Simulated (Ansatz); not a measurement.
**Cl: from a trial structure to a relaxed crystal**

Level of theory: DFT PBEsol, scalar-relativistic, plane waves, PAW (Ansatz 0.2.0). Cutoff 420 eV, Γ-centred k mesh, Gaussian smearing, no spin polarisation in the final step.

The start puts Cl on the alpha-boron structure type (R-3m, No. 166), at a guessed volume.

```xyz
12
Lattice="3.9472 2.2789 6.7315 -3.9472 2.2789 6.7315 0.0000 -4.5578 6.7315" Properties=species:S:1:pos:R:3 pbc="T T T"
Cl   -2.5397    1.4663    4.5370
Cl    0.0000   -2.9326    4.5370
Cl    2.5397    1.4663    4.5370
Cl    2.5397   -1.4663   15.6575
Cl   -2.5397   -1.4663   15.6575
Cl    0.0000    2.9326   15.6575
Cl   -1.6160    0.9330    7.2226
Cl    0.0000   -1.8661    7.2226
Cl    1.6160    0.9330    7.2226
Cl    1.6160   -0.9330   12.9719
Cl   -1.6160   -0.9330   12.9719
Cl    0.0000    1.8661   12.9719
```

Cell and atoms relax at zero pressure; the relaxation can't lower the symmetry of the start. After a coarse first stage the cell is made exact in the group found at 0.06 Å.

Energies count from the standard state of Cl at the same level (the diatomic molecule).

(1) Describe the relaxed structure.

(2) What are its volume, energy, density and gap?

## Answers

(1) It keeps R-3m (No. 166), but not the shape of the type it started on. Conventional cell: a = 7.150 Å, c = 23.811 Å. Cl on Wyckoff site h (6 atoms of the primitive cell) has 1 Cl at 2.01 Å; Cl on Wyckoff site h (6 atoms of the primitive cell) is coordinated by 4 Cl at 2.61–2.64 Å and 1 Cl at 2.93 Å.

```xyz
12
Lattice="3.5749 2.0640 7.9371 -3.5749 2.0640 7.9371 0.0000 -4.1279 7.9371" Properties=species:S:1:pos:R:3 pbc="T T T"
Cl   -1.7252    0.9960    4.9705
Cl    0.0000   -1.9921    4.9705
Cl    1.7252    0.9960    4.9705
Cl    1.7252   -0.9960   18.8409
Cl   -1.7252   -0.9960   18.8409
Cl    0.0000    1.9921   18.8409
Cl   -1.3202    0.7622    7.8641
Cl    0.0000   -1.5244    7.8641
Cl    1.3202    0.7622    7.8641
Cl    1.3202   -0.7622   15.9473
Cl   -1.3202   -0.7622   15.9473
Cl    0.0000    1.5244   15.9473
```

(2) The volume per atom is 29.3 Å³, the density is 2.0 g/cm³ and the energy over the standard structure is 0.11 eV/atom. The gap on the 6×6×6 mesh is 0 eV (a metal).

The final run used a 6×6×6 mesh on its 12-atom cell and 0.10 eV smearing. For metals, differences of a few meV/atom aren't resolved. No dispersion correction is applied, so the spacing between layers, chains or molecules is poorly fixed, and with it the volume and density. A structure relaxed within its symmetry needn't be a true minimum.